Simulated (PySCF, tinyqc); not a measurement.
MP2 on RHF in the sto-6g basis, frozen core, for LiH, spin multiplicity 1, step by step. The lowest restricted solution is unstable here: a spin-polarised one lies 0.0185 hartree lower (PySCF). One step of it, computed by the program tinyqc.

Question. Orthogonalisation. S = U s U^T; symmetric (Loewdin) form X = U s^(-1/2) U^T, so that X^T S X = 1.

overlap S:
```
           1Li 1s    1Li 2s   1Li 2px   1Li 2py   1Li 2pz     2H 1s
1Li 1s   1.000000  0.235742  0.000000  0.000000  0.000000  0.011681
1Li 2s   0.235742  1.000000  0.000000  0.000000  0.000000  0.218253
1Li 2px  0.000000  0.000000  1.000000  0.000000  0.000000  0.000000
1Li 2py  0.000000  0.000000  0.000000  1.000000  0.000000  0.000000
1Li 2pz  0.000000  0.000000  0.000000  0.000000  1.000000  0.320210
2H 1s    0.011681  0.218253  0.000000  0.000000  0.320210  1.000000
```

Give: eigenvalues of S; X.

Answer.

eigenvalues of S: 0.5885  0.8141  1.0000  1.0000  1.1773  1.4201

X:
```
          1Li 1s   1Li 2s  1Li 2px  1Li 2py  1Li 2pz    2H 1s
1Li 1s    1.0222  -0.1253   0.0000   0.0000  -0.0045   0.0160
1Li 2s   -0.1253   1.0432   0.0000   0.0000   0.0305  -0.1242
1Li 2px   0.0000   0.0000   1.0000   0.0000   0.0000   0.0000
1Li 2py   0.0000   0.0000   0.0000   1.0000   0.0000   0.0000
1Li 2pz  -0.0045   0.0305   0.0000   0.0000   1.0433  -0.1773
2H 1s     0.0160  -0.1242   0.0000   0.0000  -0.1773   1.0639
```
